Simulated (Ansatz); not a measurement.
For rock-salt CaO, BLYP (PAW; Ansatz, a program for electronic structure) gives:

| Item | Result |
|---|---|
| lattice constant a | 4.870 Å |
| bulk modulus B0 | 102 GPa |
| band gap at the measured cell | 3.75 eV |

Task: What does Hartree–Fock (Ansatz, PAW) give for the same quantities?

Result: 
- lattice constant a: 4.858 Å (decreases by 0.2 %)
- bulk modulus: 116 GPa (increases by 14 %)
- band gap at the measured cell: 13.97 eV (rises by 10.22 eV)

For comparison: lattice constant a 4.781 Å (measured, zero-point anharmonic expansion removed; as tabulated in Chen et al. (2018), doi:10.1103/physrevmaterials.2.073803); bulk modulus 120 GPa (measured, low temperature, extrapolated to 0 K; as tabulated in Chen et al. (2018), doi:10.1103/physrevmaterials.2.073803).

Changes are worked out from the printed values.

Unless a cell is named, each level is at its own relaxed cell (BLYP 14.44, Hartree–Fock 14.33 Å³/atom).

Density-functional gaps are differences of (generalised) Kohn–Sham levels.

Ansatz's density-functional and Hartree–Fock values are scalar-relativistic unless marked +SOC, with PAW data made under PBE.
